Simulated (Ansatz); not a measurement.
**C2H5O+ (SMILES C[CH+]O): single points off equilibrium**

An exercise on one series of results from a longer session: the logs are not shown, and one member is left open.

Program: Ansatz 0.2.0, Gaussian basis. Level of theory: single points in def2-TZVPP. These are calculated values, not measurements.

Cores are frozen in the correlated methods.

## Starting geometry

SMILES `C[CH+]O`, 8 atoms, charge 1, spin multiplicity 1.

Atoms are counted from 1 here; the program's logs count them from 0.

Bond lengths: C1–C2 1.438 Å, C1–H4 1.137 Å, C1–H5 1.081 Å, C1–H6 1.099 Å, C2–O3 1.251 Å, C2–H7 1.150 Å, O3–H8 0.952 Å. Angles: C2–C1–H4 113.5°, C2–C1–H5 107.3°, C2–C1–H6 111.5°, H4–C1–H5 108.9°, H4–C1–H6 113.0°, H5–C1–H6 101.7°, C1–C2–O3 123.1°, C1–C2–H7 116.6°, O3–C2–H7 120.2°, C2–O3–H8 123.8°.

Coordinates:

```xyz
8

C    -0.3449    0.6430   -0.5879
C     0.2568   -0.2199    0.3927
O     0.0409   -1.4509    0.4451
H    -0.9870    0.0896   -1.3454
H     0.4570    1.1470   -1.1090
H    -0.8689    1.4858   -0.1154
H     1.0074    0.2669    1.1148
H     0.4597   -2.0361    1.0687
```

Set-up of the first run:

The input, run/in.yaml:

```yaml
crystal:
  periodic: [false, false, false]
  atoms:
    - {symbol: C, position_ang: [-0.344900, 0.643000, -0.587900]}
    - {symbol: C, position_ang: [0.256800, -0.219900, 0.392700]}
    - {symbol: O, position_ang: [0.040900, -1.450900, 0.445100]}
    - {symbol: H, position_ang: [-0.987000, 0.089600, -1.345400]}
    - {symbol: H, position_ang: [0.457000, 1.147000, -1.109000]}
    - {symbol: H, position_ang: [-0.868900, 1.485800, -0.115400]}
    - {symbol: H, position_ang: [1.007400, 0.266900, 1.114800]}
    - {symbol: H, position_ang: [0.459700, -2.036100, 1.068700]}
basis:
  gaussian: {orbitals: def2-TZVPP}
total_charge: 1
correlation: {method: ccsd_t}
output: {forces: true}
```

No record of the launch command was kept for these runs.

Among the steps run: CCSD(T)/def2-TZVPP; PBE0-D4/def2-TZVPP; wB97M-V/def2-TZVPP; r2SCAN-D4/def2-TZVPP; PBE-D4/def2-TZVPP; wB97X-V/def2-TZVPP; BLYP-D4/def2-TZVPP.

One of the session's tables, all rows but one given; the rest of the session is left out.

| method | RMS force component (eV/Å) | angle to CCSD(T) forces (°) |
| --- | --- | --- |
| CCSD(T) | 1.050 | reference |
| PBE0-D4 | 0.943 | 11.1 |
| wB97M-V | 0.984 | 6.3 |
| r2SCAN-D4 | 0.984 | 11.1 |
| PBE-D4 | ? | ? |
| wB97X-V | 0.991 | 4.8 |
| BLYP-D4 | 1.057 | 14.9 |

Estimate the missing values for PBE-D4.

**Answer.** RMS force component (eV/Å): 1.026; angle to CCSD(T) forces (°): 16.9. In the column «RMS force component (eV/Å)» it lies between wB97X-V (0.991) and CCSD(T) (1.050).
